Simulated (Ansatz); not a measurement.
Basis-set extrapolation for `C/N=C(/N)Cl` (PBE0-D4/def2-TZVP geometry, frozen core, Ansatz). Multiplicity 1, RHF reference.

|  | def2-TZVPP | def2-QZVPP |
| --- | --- | --- |
| HF | -647.120538 | -647.141951 |
| MP2 correlation | -0.937711 | -1.008054 |
| CCSD(T) correlation | -1.015929 | not run |

Energies in hartree. Use E(X) = E(∞) + A·exp(−7.88·√X) for Hartree–Fock and E(X) = E(∞) + B·X^(−2.97) for correlation, with X = 3 and 4, and add CCSD(T) minus MP2 of the smaller set to the MP2 limit.

What is the CCSD(T) energy at the basis-set limit?

HF limit: -647.141951 + (-0.021413) × 0.13774 = -647.14490. MP2 limit: -1.008054 + (-0.070343) × 0.74074 = -1.06016. Higher-order term: -1.015929 − (-0.937711) = -0.07822. Total: -648.28328 hartree, 92.1 kcal/mol below CCSD(T)/def2-TZVPP.
